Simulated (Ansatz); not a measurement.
Born–Oppenheimer molecular dynamics of CH5AlO (8 atoms, charge 0, multiplicity 1). It starts from a relaxed structure.

All numbers below come from Ansatz 0.2.0, RKS B3LYP-D4/6-31G*.

```yaml
ensemble: NVT, Langevin thermostat
time_step: 0.25 fs
steps_asked: 166
set_temperature: 500 K
friction: 0.02 /fs
seed: 467482
```

Frames 0.25 fs apart, positions in Å, forces in eV/Å.

Velocities at 12.5 fs (Å/ps):

```
Al 3.28 1.32 0.69
H 11.99 -15.62 3.53
C -2.67 7.29 0.54
H 37.48 -3.48 8.39
H 1.59 -32.37 1.09
H 22.20 4.96 -3.73
O -0.90 -2.13 -0.55
H -2.10 -2.81 -1.38
```

```xyz
8
Properties=species:S:1:pos:R:3:forces:R:3 time_fs=12.5 energy_less_start_eV=0.222 T=235
Al 0.041 -0.179 -0.050 0.55 0.09 0.21
H 0.053 -0.617 1.539 -0.23 0.17 -0.61
C 1.765 0.071 -0.996 0.53 -1.12 1.61
H 2.337 -0.891 -0.706 -0.64 1.21 -0.53
H 1.560 0.040 -2.046 0.17 0.09 -0.93
H 2.443 0.911 -0.732 -0.52 -0.32 -0.18
O -1.452 -0.181 -0.951 0.72 -0.09 0.49
H -2.093 -0.630 -0.387 -0.58 -0.03 -0.06
8
Properties=species:S:1:pos:R:3:forces:R:3 time_fs=12.75 energy_less_start_eV=0.237 T=238
Al 0.042 -0.179 -0.050 0.52 0.07 0.22
H 0.056 -0.620 1.539 -0.23 0.18 -0.62
C 1.765 0.073 -0.996 0.71 -1.20 1.66
H 2.346 -0.891 -0.704 -0.75 1.31 -0.54
H 1.561 0.032 -2.046 0.17 0.12 -0.93
H 2.449 0.912 -0.733 -0.60 -0.37 -0.22
O -1.453 -0.181 -0.952 0.73 -0.10 0.51
H -2.093 -0.631 -0.387 -0.56 -0.02 -0.07
8
Properties=species:S:1:pos:R:3:forces:R:3 time_fs=13 energy_less_start_eV=0.252 T=234
Al 0.043 -0.178 -0.050 0.50 0.05 0.23
H 0.059 -0.624 1.539 -0.23 0.19 -0.63
C 1.764 0.075 -0.996 0.87 -1.27 1.69
H 2.356 -0.890 -0.703 -0.85 1.39 -0.55
H 1.561 0.023 -2.046 0.18 0.14 -0.93
H 2.454 0.913 -0.735 -0.67 -0.40 -0.26
O -1.453 -0.182 -0.952 0.72 -0.12 0.55
H -2.094 -0.633 -0.386 -0.52 0.00 -0.10
8
Properties=species:S:1:pos:R:3:forces:R:3 time_fs=13.25 energy_less_start_eV=0.264 T=201
Al 0.043 -0.178 -0.050 0.48 0.03 0.23
H 0.061 -0.627 1.538 -0.24 0.19 -0.63
C 1.764 0.077 -0.996 0.99 -1.34 1.68
H 2.364 -0.888 -0.702 -0.94 1.45 -0.55
H 1.561 0.014 -2.046 0.19 0.18 -0.90
H 2.458 0.913 -0.737 -0.71 -0.40 -0.29
O -1.454 -0.182 -0.952 0.69 -0.15 0.61
H -2.095 -0.635 -0.386 -0.46 0.04 -0.15
8
Properties=species:S:1:pos:R:3:forces:R:3 time_fs=13.5 energy_less_start_eV=0.273 T=213
Al 0.044 -0.178 -0.050 0.46 0.02 0.22
H 0.062 -0.631 1.536 -0.24 0.20 -0.63
C 1.763 0.078 -0.996 1.08 -1.41 1.62
H 2.373 -0.886 -0.700 -1.01 1.48 -0.55
H 1.561 0.005 -2.048 0.21 0.21 -0.82
H 2.462 0.912 -0.739 -0.74 -0.38 -0.31
O -1.454 -0.183 -0.952 0.65 -0.19 0.67
H -2.096 -0.636 -0.385 -0.40 0.08 -0.19
8
Properties=species:S:1:pos:R:3:forces:R:3 time_fs=13.75 energy_less_start_eV=0.279 T=191
Al 0.044 -0.177 -0.050 0.43 0.01 0.21
H 0.063 -0.635 1.534 -0.24 0.20 -0.62
C 1.763 0.080 -0.995 1.14 -1.46 1.51
H 2.380 -0.882 -0.700 -1.07 1.48 -0.54
H 1.560 -0.003 -2.050 0.23 0.24 -0.71
H 2.466 0.911 -0.742 -0.78 -0.36 -0.34
O -1.455 -0.184 -0.953 0.63 -0.21 0.72
H -2.097 -0.638 -0.384 -0.35 0.11 -0.23
8
Properties=species:S:1:pos:R:3:forces:R:3 time_fs=14 energy_less_start_eV=0.283 T=187
Al 0.045 -0.177 -0.050 0.41 -0.01 0.20
H 0.063 -0.640 1.531 -0.24 0.20 -0.60
C 1.762 0.081 -0.995 1.18 -1.49 1.38
H 2.385 -0.877 -0.699 -1.10 1.45 -0.53
H 1.559 -0.011 -2.053 0.26 0.27 -0.58
H 2.471 0.910 -0.745 -0.81 -0.34 -0.35
O -1.455 -0.184 -0.953 0.58 -0.25 0.77
H -2.099 -0.640 -0.383 -0.28 0.16 -0.29
8
Properties=species:S:1:pos:R:3:forces:R:3 time_fs=14.25 energy_less_start_eV=0.284 T=184
Al 0.045 -0.177 -0.050 0.39 -0.01 0.18
H 0.063 -0.644 1.528 -0.24 0.20 -0.58
C 1.762 0.082 -0.995 1.20 -1.51 1.22
H 2.390 -0.872 -0.699 -1.13 1.42 -0.51
H 1.558 -0.018 -2.056 0.29 0.31 -0.42
H 2.475 0.910 -0.749 -0.84 -0.32 -0.37
O -1.456 -0.185 -0.953 0.53 -0.29 0.83
H -2.101 -0.642 -0.383 -0.20 0.20 -0.34
8
Properties=species:S:1:pos:R:3:forces:R:3 time_fs=14.5 energy_less_start_eV=0.283 T=190
Al 0.046 -0.177 -0.050 0.37 -0.02 0.16
H 0.063 -0.649 1.524 -0.24 0.20 -0.56
C 1.762 0.084 -0.994 1.21 -1.51 1.03
H 2.394 -0.866 -0.699 -1.14 1.36 -0.49
H 1.556 -0.024 -2.060 0.31 0.34 -0.25
H 2.478 0.909 -0.754 -0.86 -0.29 -0.37
O -1.456 -0.186 -0.953 0.48 -0.33 0.88
H -2.103 -0.643 -0.382 -0.14 0.24 -0.39
8
Properties=species:S:1:pos:R:3:forces:R:3 time_fs=14.75 energy_less_start_eV=0.280 T=176
Al 0.046 -0.177 -0.051 0.35 -0.02 0.13
H 0.063 -0.653 1.520 -0.23 0.20 -0.53
C 1.761 0.085 -0.994 1.20 -1.48 0.85
H 2.397 -0.858 -0.699 -1.13 1.28 -0.47
H 1.555 -0.030 -2.064 0.34 0.37 -0.10
H 2.482 0.908 -0.758 -0.89 -0.27 -0.38
O -1.456 -0.186 -0.954 0.44 -0.35 0.93
H -2.104 -0.644 -0.382 -0.08 0.28 -0.43
8
Properties=species:S:1:pos:R:3:forces:R:3 time_fs=15 energy_less_start_eV=0.276 T=174
Al 0.047 -0.177 -0.051 0.33 -0.02 0.10
H 0.063 -0.657 1.515 -0.23 0.19 -0.50
C 1.761 0.086 -0.993 1.18 -1.43 0.68
H 2.400 -0.850 -0.699 -1.11 1.18 -0.43
H 1.554 -0.035 -2.067 0.36 0.40 0.04
H 2.485 0.908 -0.763 -0.91 -0.24 -0.38
O -1.456 -0.187 -0.954 0.41 -0.38 0.96
H -2.106 -0.645 -0.382 -0.03 0.31 -0.46
8
Properties=species:S:1:pos:R:3:forces:R:3 time_fs=15.25 energy_less_start_eV=0.271 T=180
Al 0.047 -0.177 -0.051 0.31 -0.01 0.07
H 0.063 -0.660 1.510 -0.23 0.18 -0.46
C 1.761 0.087 -0.993 1.16 -1.37 0.51
H 2.401 -0.841 -0.700 -1.07 1.06 -0.39
H 1.553 -0.041 -2.070 0.38 0.42 0.16
H 2.488 0.907 -0.768 -0.93 -0.21 -0.38
O -1.456 -0.187 -0.954 0.36 -0.41 1.00
H -2.107 -0.646 -0.381 0.02 0.34 -0.50
```

Of the whole run (42 fs, mean temperature of the second half 330 K): The mean temperature of the second half is 34 % below the set value. A run of 0.042 ps of so small a system gives no equilibrium averages.

Run time: 5.8 min on 1 thread of Intel(R) Xeon(R) Platinum 8259CL CPU @ 2.50GHz (Skylake/Cascade Lake), with other jobs on the host, peak memory 0.13 GiB.
